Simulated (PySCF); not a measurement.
**NaF: changing the method**

Aim: see what other levels and later steps give for NaF.

Computed with PySCF 2.14.0. Level: each script names its method and basis.

1 further run of the same task is left out (it didn't finish).

## (1) Starting geometry

NaF: 2 atoms, charge 0, spin multiplicity 1.

Bond lengths: Na1–F2 2.037 Å.

## (2) The base run

The input, input.py:

```python
from pyscf import gto, dft

mol = gto.M(
    atom='Na 0 0 0; F 0 0 2.037',
    basis='cc-pvdz',
    charge=0,
    spin=0,
    symmetry=True,
    verbose=4,
)
mf = dft.RKS(mol, xc='b3pw91')
mf = mf.density_fit(auxbasis='def2-universal-jkfit')
mf.kernel()
mf.dip_moment()
print('orbital energies (hartree):', mf.mo_energy[..., max(0, mol.nelec[1]-3):mol.nelec[0]+3].round(4))
```

Launch:

```
$ OMP_NUM_THREADS=1 python input.py
```

## (3) Gradient

Variant 1 changes step after the SCF: none → gradient.

input.py: that of step 2 with these lines changed.

```diff
@@ -13,2 +13,5 @@
 mf.kernel()
+g = mf.nuc_grad_method()
+g.grid_response = True
+g.kernel()
 mf.dip_moment()
```

## (4) ROKS

Variant 2 changes SCF type: RKS → ROKS.

input.py: that of step 2 with these lines changed.

```diff
@@ -10,3 +10,3 @@
 )
-mf = dft.RKS(mol, xc='b3pw91')
+mf = dft.ROKS(mol, xc='b3pw91')
 mf = mf.density_fit(auxbasis='def2-universal-jkfit')
```

## (5) Tpss

Variant 3 changes functional: b3pw91 → tpss.

input.py: that of step 2 with these lines changed.

```diff
@@ -10,3 +10,3 @@
 )
-mf = dft.RKS(mol, xc='b3pw91')
+mf = dft.RKS(mol, xc='tpss')
 mf = mf.density_fit(auxbasis='def2-universal-jkfit')
```

## (6) Hse06

Variant 4 changes functional: b3pw91 → hse06.

input.py: that of step 2 with these lines changed.

```diff
@@ -10,3 +10,3 @@
 )
-mf = dft.RKS(mol, xc='b3pw91')
+mf = dft.RKS(mol, xc='hse06')
 mf = mf.density_fit(auxbasis='def2-universal-jkfit')
```

Q: Predict the outcome of this session. Wanted: for each run, E(SCF); from base; gap; SCF dipole.

**Answer**, as computed:

| run | E(SCF) (hartree) | from base (eV) | cycles | gap (eV) | SCF dipole (D) |
| --- | --- | --- | --- | --- | --- |
| base | -262.098914 | 0 | 9 | 4.14 | 8.02 |
| gradient | -262.098914 | 0.0000 | 9 | 4.14 | 8.02 |
| ROKS | -262.098914 | 0.0000 | 9 | n/a | 8.02 |
| tpss | -262.187653 | not comparable | 10 | 2.37 | 7.60 |
| hse06 | -261.991700 | not comparable | 9 | 3.73 | 8.01 |

What this shows: The SCF energy stays the same, to the digits that matter, with ROKS. The gap between the frontier levels is 2.4 eV with tpss (0 % exact exchange) and 4.1 eV with b3pw91 (20 %): exact exchange opens it. Total energies of different functionals can't be compared with each other; differences within one functional can.
